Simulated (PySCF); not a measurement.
Reaction (SMILES): N (NH3) → [NH2-] + H+
B3LYP-D3(BJ)/def2-TZVP geometries, fixed; electronic energies without zero-point terms.

How fast the deprotonation energy converges with the basis for several methods (PySCF): deviation from each method's own reference, in kcal/mol. References: HF 422.10 kcal/mol, the value in aug-pcseg-3; M06-2X 412.19 kcal/mol, the value in aug-pcseg-3; PBE 406.57 kcal/mol, the value in aug-pcseg-3. All functions are spherical. Density fitting with generated auxiliary sets. In sets without p functions on hydrogen, species with hydrogen take exact integrals. No added dispersion term, no relativity. 

```csv
basis,functions,HF,M06-2X,PBE
6-31+G*,24,-0.62,1.52,2.89
6-31G**,29,25.01,31.15,39.16
"6-311++G(2d,2p)",57,0.54,1.91,3.17
def2-TZVPD,64,1.96,3.03,5.89
def2-TZVPP,73,8.72,10.29,16.17
aug-cc-pVTZ,115,-0.21,0.11,1.29
cc-pVQZ,145,9.16,10.63,16.99
def2-QZVPPD,162,1.45,1.93,4.41
```

Mean absolute deviation over 6-311++G(2d,2p), def2-TZVPD, def2-TZVPP, aug-cc-pVTZ: HF 2.86, M06-2X 3.84, PBE 6.63 kcal/mol.
